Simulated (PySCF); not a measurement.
Compound: C6H9 (charge +1).
Structure used (PBE0-D3(BJ)/def2-SVP), in Å, numbered top down from 1:
```xyz
15
C6H9 angstrom
C     -2.469   -0.055    0.490
C     -1.275   -0.058   -0.450
C      0.031    0.003    0.206
C      0.778    0.073    1.350
C      1.414    0.030    0.142
C      2.646    0.043   -0.637
H     -2.450   -0.922    1.166
H     -3.399   -0.104   -0.091
H     -2.501    0.862    1.096
H     -1.297    0.786   -1.166
H     -1.250   -0.951   -1.102
H      0.828    0.121    2.440
H      3.472   -0.422   -0.080
H      2.509   -0.430   -1.618
H      2.919    1.100   -0.805
```

Linear response at B3LYP/def2-SVPD (PySCF, frozen core in the response, non-relativistic). Geometry: PBE0-D3(BJ)/def2-SVP, one conformer, isolated ion.

Static isotropic polarisability: 62.70 au (9.29 Å³), principal values 46.3, 61.4, 80.4 au.

**Question.** What is the polarisability at 1064 nm and at the sodium D line?

**Answer.** 63.16 au at 1064 nm (+0.7 %), 64.26 au at 589.3 nm (+2.5 %). The rise at 589.3 nm is 3.35 times that at 1064 nm; a pure ω² law gives 3.26. The lowest singlet lies at 192 nm, shorter than both wavelengths.

**Question.** What is the isotropic C6 coefficient between two such ions, C6 = (3/π)∫α(iω)² dω?

**Answer.** 1706 au (Eh·bohr⁶) by a ten-point quadrature over imaginary frequencies, which is 1020 eV·Å⁶ or 98.4 J·nm⁶/mol.

**Question.** Which effective excitation energy ω̄ makes London's formula C6 = (3/4)α²ω̄ exact here?

**Answer.** ω̄ = 4·C6/(3α²) = 0.579 Eh = 15.7 eV. A one-pole form α(ω) = α/(1 − ω²/ω̄²) fitted to the 1064 nm value gives 13.6 eV.

**Question.** The lowest 6 singlets have (eV, f): 6.46, 0.001; 6.52, 0.000; 6.72, 0.002; 6.73, 0.017; 6.87, 0.081; 6.92, 0.001. What share of the static polarisability do they carry in the sum over states α = Σ f/ω²?

**Answer.** 1.60 au, 2.6 % of α; the largest term, 1.27 au, is that of the state at 6.87 eV. Their oscillator strengths add up to 0.10. Higher states carry the rest.

**Question.** What does −C6/R⁶ come to at R = 10 Å between centres?

**Answer.** -98 J/mol. This is the leading, orientation-averaged term; C8 and higher terms are left out. The Coulomb repulsion of the two net charges at that distance is 139 kJ/mol.

**Question.** What three-body coefficient follows from the one-pole estimate C9 = (3/4)·α·C6?

**Answer.** 80200 au. This is an estimate from the two numbers above, not a computed integral.

The run took about 40 s of CPU time (one thread, shared machine). This is the whole response run at B3LYP/def2-SVPD, SCF included.
